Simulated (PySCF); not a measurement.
Reaction (SMILES): C=C (C2H4) → [CH-]=C + H+
B3LYP-D3(BJ)/def2-TZVP geometries, fixed; electronic energies without zero-point terms.

Effect of the SCF energy threshold at r2SCAN/def2-SVP with PySCF, against the last row, where the deprotonation energy is 427.13 kcal/mol.

| setting | SCF cycles, largest species | largest shift of a total energy (mEh) | shift of the deprotonation energy (kcal/mol) |
|---|---|---|---|
| conv_tol: 1e-4 | 4 | 0.001 | 0.000 |
| conv_tol: 1e-5 | 4 | 0.001 | 0.000 |
| conv_tol: 1e-6 | 5 | 0.000 | 0.000 |
| conv_tol: 1e-7 | 5 | 0.000 | 0.000 |
| conv_tol: 1e-11 | 8 | 0.000 | 0.000 |

Within 0.02 kcal/mol in the deprotonation energy: conv_tol: 1e-4; conv_tol: 1e-5; conv_tol: 1e-6; conv_tol: 1e-7. The largest shift is 0.001 mEh in a total energy and 0.000 kcal/mol in the difference.
